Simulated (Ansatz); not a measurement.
Reaction (SMILES): [CH3] (CH3) → CH3+ (singlet, bonded as [CH3]) + e-
B3LYP-D3(BJ)/def2-TZVP geometries, fixed; electronic energies without zero-point terms.
Largest species:
```
C
H 1 1.0789
H 1 1.0789 2 120.00
H 1 1.0789 2 120.00 3 -180.00
```
Charge 0, spin multiplicity 2.

Energies in hartree at PBE0 with Ansatz (an electronic-structure program); the adiabatic ionisation energy is their sum with the coefficients shown, times 27.2114 eV a hartree. All functions are spherical. The program fits the integrals of some runs and decomposes those of others, by size. Open shells are unrestricted. No added dispersion term, no relativity.

| species | coefficient | part | cc-pVDZ | cc-pVTZ | cc-pVQZ |
|---|---|---|---|---|---|
| [CH3] (CH3) | -1 | PBE0 | -39.78286 | -39.79868 | -39.80179 |
| CH3+ (singlet, bonded as [CH3]) | +1 | PBE0 | -39.42041 | -39.43338 | -39.43600 |

Task: Predict the adiabatic ionisation energy in cc-pV5Z (X = 5): let each PBE0 step shrink by the ratio of the last two. Compare with the run.

Result: 
- [CH3] (CH3): steps -0.01582 and -0.00311, ratio 0.197, so PBE0 -39.80240 (run: -39.80289).
- CH3+ (singlet, bonded as [CH3]): steps -0.01297 and -0.00262, ratio 0.202, so PBE0 -39.43653 (run: -39.43694).
Predicted 9.956 eV; the run in cc-pV5Z gives 9.958, a miss of -0.002. Keeping the value in cc-pVQZ, 9.954, would miss by -0.004. All sums are of the energies as printed.
